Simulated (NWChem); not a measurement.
Everything below was run with NWChem. System: methylamine (CH5N), charge 0, spin multiplicity 1, at a geometry optimised with B3LYP/def2-SVP. Level: CCSD(T)/def2-TZVP, 2 core orbitals frozen.

The NWChem input:

```
start mol
memory heap 100 mb stack 700 mb global 1900 mb
geometry units angstroms nocenter noautoz
  C     -0.087915     0.695101     0.000000
  N      0.198482    -0.732187     0.000000
  H      0.372141     1.167862    -0.883478
  H      0.372141     1.167862     0.883478
  H     -1.162869     0.979839     0.000000
  H     -0.221649    -1.180432    -0.814639
  H     -0.221649    -1.180432     0.814639
  symmetry group Cs
end
basis spherical
  * library def2-tzvp
end
scf
  rhf
  nopen 0
  maxiter 100
  thresh 1e-7
  semidirect memsize 60000000 filesize 0
end
tce
  freeze core 2
  ccsd(t)
  2eorb
  2emet 13
  thresh 1e-6
  maxiter 100
  tilesize 24
end
task tce energy
```

Output (cleaned and shortened):

```
             Northwest Computational Chemistry Package (NWChem) 7.3.0
             --------------------------------------------------------

                                NWChem Input Module
                                -------------------

 Scaling coordinates for geometry "geometry" by  1.889725989
 (inverse scale =  0.529177249)

 Turning off AUTOSYM since
 SYMMETRY directive was detected!

                             Geometry "geometry" -> ""
                             -------------------------

 Output coordinates in angstroms (scale by  1.889725989 to convert to a.u.)

  No.       Tag          Charge          X              Y              Z
 ---- ---------------- ---------- -------------- -------------- --------------
    1 C                    6.0000    -0.08791500     0.69510100     0.00000000
    2 N                    7.0000     0.19848200    -0.73218700     0.00000000
    3 H                    1.0000     0.37214100     1.16786200    -0.88347800
    4 H                    1.0000     0.37214100     1.16786200     0.88347800
    5 H                    1.0000    -1.16286900     0.97983900     0.00000000
    6 H                    1.0000    -0.22164900    -1.18043200    -0.81463900
    7 H                    1.0000    -0.22164900    -1.18043200     0.81463900

 Effective nuclear repulsion energy (a.u.)      41.8962943806

            Nuclear Dipole moment (a.u.)
            ----------------------------
        X                 Y               Z
 ---------------- ---------------- ----------------
    -0.0000018897    -0.0000075589     0.0000000000

      Symmetry information
      --------------------

 Group name             Cs
 Group number              2
 Group order               2
 No. of unique centers     5

      Symmetry unique atoms

     1    2    3    5    6


 Summary of "ao basis" -> "" (spherical)
 ------------------------------------------------------------------------------
       Tag                 Description            Shells   Functions and Types
 ---------------- ------------------------------  ------  ---------------------
 *                         def2-tzvp                  on all atoms

 Summary of "ao basis" -> "ao basis" (spherical)
 ------------------------------------------------------------------------------
       Tag                 Description            Shells   Functions and Types
 ---------------- ------------------------------  ------  ---------------------
 C                         def2-tzvp                11       31   5s3p2d1f
 N                         def2-tzvp                11       31   5s3p2d1f
 H                         def2-tzvp                 4        6   3s1p

                                 NWChem SCF Module
                                 -----------------

  ao basis        = "ao basis"
  functions       =    92
  atoms           =     7
  closed shells   =     9
  open shells     =     0
  charge          =   0.00
  wavefunction    = RHF
  use symmetry    = T
  symmetry adapt  = T

 Summary of "ao basis" -> "ao basis" (spherical)
 ------------------------------------------------------------------------------
       Tag                 Description            Shells   Functions and Types
 ---------------- ------------------------------  ------  ---------------------
 C                         def2-tzvp                11       31   5s3p2d1f
 N                         def2-tzvp                11       31   5s3p2d1f
 H                         def2-tzvp                 4        6   3s1p
[...]
 -----------   ------   -------------------------------------------------------
    1 C    6     6.17   0.85  1.12  0.48  0.64  0.10  1.22  1.33  0.31  0.03  0.08  0.01
    2 N    7     7.56   0.82  1.16  0.52  0.85  0.20  1.48  1.74  0.75  0.01  0.04  0.00
    3 H    1     0.90   0.27  0.50  0.11  0.02
    4 H    1     0.90   0.27  0.50  0.11  0.02
    5 H    1     0.92   0.27  0.50  0.13  0.02
    6 H    1     0.78   0.26  0.42  0.06  0.04
    7 H    1     0.78   0.26  0.42  0.06  0.04

       Multipole analysis of the density wrt the origin
       ------------------------------------------------

     L   x y z        total         open         nuclear
     -   - - -        -----         ----         -------
     0   0 0 0     -0.000000      0.000000     18.000000

     1   1 0 0     -0.561871      0.000000     -0.000002
     1   0 1 0      0.026932      0.000000     -0.000008
     1   0 0 1     -0.000000      0.000000      0.000000

     2   2 0 0    -11.801675      0.000000      7.319392
     2   1 1 0      1.437493      0.000000     -4.038384
     2   1 0 1      0.000000      0.000000      0.000000
     2   0 2 0    -10.033206      0.000000     46.875234
     2   0 1 1     -0.000000      0.000000      0.000000
     2   0 0 2     -9.384856      0.000000     10.314448

                   NWChem Extensible Many-Electron Theory Module
                   ---------------------------------------------


            General Information
            -------------------
      Number of processors :     1
         Wavefunction type : Restricted Hartree-Fock
          No. of electrons :    18
           Alpha electrons :     9
            Beta electrons :     9
           No. of orbitals :   184
            Alpha orbitals :    92
             Beta orbitals :    92
        Alpha frozen cores :     2
         Beta frozen cores :     2
     Alpha frozen virtuals :     0
      Beta frozen virtuals :     0
         Spin multiplicity : singlet
    Number of AO functions :    92
       Number of AO shells :    42
        Use of symmetry is : on
      Symmetry adaption is : on
         Schwarz screening : 0.10D-09

          Correlation Information
          -----------------------
          Calculation type : Coupled-cluster singles & doubles w/ perturbation
   Perturbative correction : (T)
            Max iterations :      100
        Residual threshold : 0.10D-05
     T(0) DIIS level shift : 0.00D+00
     L(0) DIIS level shift : 0.00D+00
     T(1) DIIS level shift : 0.00D+00
     L(1) DIIS level shift : 0.00D+00
     T(R) DIIS level shift : 0.00D+00
     T(I) DIIS level shift : 0.00D+00
   CC-T/L Amplitude update :  5-th order DIIS
                I/O scheme : Global Array Library
        L-threshold :  0.10D-05
        EOM-threshold :  0.10D-05
 no EOMCCSD initial starts read in
 TCE RESTART OPTIONS
 SLICE:      F
 D4D5:       F
 quantumc:   F
 qrotation:  F
 pwtce:      F
 qducc:      F
 nacto:                         0
 nrotv:                         0
 nrot:                          0

            Memory Information
            ------------------
          Available GA space size is     249028336 doubles
          Available MA space size is     104853156 doubles

 Maximum block size supplied by input
 Maximum block size        24 doubles

 tile_dim =     18

 -------------------------------------------------
   1    alpha     a'     5 doubles       0       1
   2    alpha     a"     2 doubles       5       2
   3    beta      a'     5 doubles       7       1
   4    beta      a"     2 doubles      12       2
   5    alpha     a'    17 doubles      14       5
   6    alpha     a'    17 doubles      31       6
   7    alpha     a'    18 doubles      48       7
   8    alpha     a"    15 doubles      66       8
   9    alpha     a"    16 doubles      81       9
  10    beta      a'    17 doubles      97       5
  11    beta      a'    17 doubles     114       6
  12    beta      a'    18 doubles     131       7
  13    beta      a"    15 doubles     149       8
  14    beta      a"    16 doubles     164       9

 Global array virtual files algorithm will be used

 Parallel file system coherency ......... OK

 4-electron integrals stored in orbital form

 v2    file size   =          6497534
 4-index algorithm nr.  13 is used
 imaxsize =       30
 imaxsize ichop =        0


CCSD iterations
 ---------------------------------------------------------
 Iter          Residuum       Correlation     Cpu    Wall
 ---------------------------------------------------------
    1   0.1600603731957  -0.3897518530209     0.4     0.4
    2   0.0417803027394  -0.4073666185267     0.4     0.4
    3   0.0148618215437  -0.4139541352251     0.4     0.4
    4   0.0059750116284  -0.4153630295792     0.4     0.4
    5   0.0025659447371  -0.4159302896383     0.4     0.4
    6   0.0005359505480  -0.4162254427364     0.4     0.4
    7   0.0002029600410  -0.4162648410032     0.4     0.4
    8   0.0000981075076  -0.4162626272421     0.4     0.4
    9   0.0000496505978  -0.4162632675726     0.4     0.4
   10   0.0000279221776  -0.4162637078558     0.4     0.4
   11   0.0000089467658  -0.4162639940963     0.4     0.4
   12   0.0000043762825  -0.4162643915605     0.4     0.4
   13   0.0000027198699  -0.4162644329409     0.4     0.4
   14   0.0000016898976  -0.4162644265089     0.4     0.4
   15   0.0000010929419  -0.4162644218235     0.4     0.4
   16   0.0000001803661  -0.4162644012594     0.4     0.4
 -----------------------------------------------------------------
 Iterations converged
 CCSD correlation energy / hartree =        -0.416264401259397
 CCSD total energy / hartree       =       -95.669315497421223

 Singles contributions

 Doubles contributions
 CCSD(T)
 Using plain CCSD(T) code
             total no. of tasks          295
 total no. of tasks / no. procs          295
                         wl_min        27000           5.5
                         wl_max       729000           9.5
        thresh for no. of tasks          295

 CCSD[T]  correction energy / hartree =        -0.014294623134580
 CCSD[T] correlation energy / hartree =        -0.430559024393977
 CCSD[T] total energy / hartree       =       -95.683610120555798
 CCSD(T)  correction energy / hartree =        -0.013905080283299
 CCSD(T) correlation energy / hartree =        -0.430169481542696
 CCSD(T) total energy / hartree       =       -95.683220577704517

 Task  times  cpu:       21.2s     wall:       21.2s

 Total times  cpu:       21.2s     wall:       21.2s
```
